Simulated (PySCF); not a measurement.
Isomers of H3NO, one conformer each. Method used: core-valence-separated Tamm–Dancoff BHandHLYP/aug-pcX-1 (pcseg-1 on H) in PySCF, non-relativistic, gas phase, PBE0-D3(BJ)/def2-SVP geometry. Absolute energies from this functional tend to lie a few eV below measured edges; no shift was applied.

P. hydroxylamine (`NO`)
Q. NH3O (`[NH3+][O-]`)

Main lines, eV (oscillator strength):
1. N K: 402.4 (0.015), 403.3 (0.097), 405.1 (0.012), 407.9 (0.016); O K: 530.1 (0.038), 531.6 (0.009), 533.7 (0.032), 534.0 (0.034)
2. N K: 399.9 (0.062), 400.9 (0.013), 401.7 (0.038), 402.8 (0.008), 403.5 (0.020); O K: 532.4 (0.043), 533.2 (0.039), 535.2 (0.006), 535.7 (0.004), 536.3 (0.014)
Listed: the first five lines at most of each edge with a tenth or more of its strongest line's intensity; roots within 0.03 eV on the same or equivalent atoms are summed. Only the lowest roots were sought, and the top ones are left out.

**Question.** Which spectrum belongs to which isomer?

**Answer.** 1 = Q, 2 = P.
- P: first N line listed at 399.9 eV, hole on the hydroxylamine nitrogen; first O line listed at 532.4 eV, hole on the hydroxyl oxygen.
- Q: first N line listed at 402.4 eV, hole on the N-oxide nitrogen; first O line listed at 530.1 eV, hole on the N-oxide oxygen.

**Question.** What are the ground-state energies of the isomers at BHandHLYP/aug-pcX-1 (pcseg-1 on H), relative to the lowest?

**Answer.** P 0.0, Q 107.0 kJ/mol (electronic energies on these geometries, no dispersion or zero-point terms).
